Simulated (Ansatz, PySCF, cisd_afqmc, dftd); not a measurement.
System: C2H6S, charge 0, singlet. C2H6S (SMILES CCS).
B3LYP-D3(BJ)/def2-TZVP minimum from Ansatz (a quantum-chemistry and plane-wave program):
```xyz
9

C      1.5260     0.6696    -0.0051
C      0.0131     0.8318     0.0111
S     -0.7684    -0.8280    -0.0040
H     -2.0453    -0.4120     0.0134
H     -0.3062     1.3641     0.9064
H     -0.3226     1.3880    -0.8635
H      2.0088     1.6484     0.0036
H      1.8712     0.1133     0.8677
H      1.8548     0.1370    -0.8989
```

Property: enthalpy of formation at 298 K (by atomisation, with ideal-gas terms from PySCF's Hessian at B3LYP-D3(BJ)/def2-TZVP and the atoms' measured values of the G2/97 table; no spin-orbit terms), in kJ/mol. Radicals and triplets start from unrestricted determinants; spin-orbit coupling is neglected. Correlated methods leave the cores frozen. Rows without X2C or -DK are non-relativistic. AFQMC/CISD: phaseless, guided by CISD from CCSD amplitudes; bars are statistical, one sigma. Outlying blocks are dropped, and bars are widened where a walk drifts. Over all cases where full CI ran beside it in this data, AFQMC minus full CI had a median of +0.1 mEh and passed +0.4 mEh in a tenth of the cases. CBS(X,Y): correlation extrapolated as X^-3, Hartree-Fock from the larger set. A bracket is a step between two methods taken in the basis named. Functionals run without relativity, which enters their misses. 'core' is core correlation in cc-pwCVTZ (1s frozen past Ne), 'X2C' scalar relativity in cc-pVTZ-DK, both at CCSD(T). Where a partner has so few electrons that a lower coupled-cluster level is exact, that level stands in.

Measured: -11.1 kcal/mol, -46.4 kJ/mol (G2/97 table in ASE (Curtiss et al.)); atomic spin-orbit terms, which the calculations lack, would raise the computed values.

```csv
level,program,enthalpy of formation at 298 K (kJ/mol),error against that value
r2SCAN-D4/def2-TZVPD,Ansatz + dftd4,-46.5,-0.1
r2SCAN/def2-TZVPD,Ansatz,-43.3,3.1
B3LYP-D3(BJ)/def2-TZVPD,Ansatz + dftd3,-46.8,-0.4
B3LYP-D4/def2-TZVPD,Ansatz + dftd4,-42.1,4.3
r2SCANh-D4/def2-TZVPD,Ansatz + dftd4,-34.6,11.8
MP2/cc-pV(D+d)Z,Ansatz,170.2,216.6
CCSD/cc-pV(D+d)Z,Ansatz,206.6,253.0
CCSDT(Q)/cc-pV(D+d)Z,Ansatz,178.0,224.4
AFQMC/CISD/cc-pV(D+d)Z,cisd_afqmc,176.7 ± 1.2,223.1
"CCSD(T)/CBS(cc-pV(T+d)Z,cc-pV(Q+d)Z) + [AFQMC/CISD - CCSD(T)]/cc-pV(D+d)Z + core + X2C",Ansatz + cisd_afqmc,-56.0 ± 1.2,-9.6
"CCSD(T)/CBS(cc-pV(T+d)Z,cc-pV(Q+d)Z) + [CCSDT(Q) - CCSD(T)]/cc-pV(D+d)Z + core + X2C",Ansatz,-54.8,-8.4
```
